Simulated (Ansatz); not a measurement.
Anatase TiO2 (metastable phase), treated with PBEsol in Ansatz (PAW).

Run with plane-wave cutoff 520 eV, 12×12×12 k mesh, Fermi–Dirac smearing 0.01 eV, no spin polarisation, scalar-relativistic PAW data made under PBE.

Properties against volume:

Shape and atoms are relaxed at each volume.

```tsv
V (Å³/atom)	P (GPa)	direct gap at Γ (eV)	smallest gap on the k mesh (eV)	c (Å)
10.860	7.69	2.633	2.042	9.263
11.087	3.74	2.611	2.081	9.413
11.313	0.00	2.582	2.110	9.552
11.539	-3.50	2.548	2.129	9.681
11.765	-6.77	2.510	2.138	9.800
```

The fundamental gap (2.11 eV at the equilibrium volume, with added k points) lies elsewhere than Γ–Γ.

Note: the bulk modulus comes from volumes at which shape and atoms were relaxed.

Ansatz is a program for electronic structure.
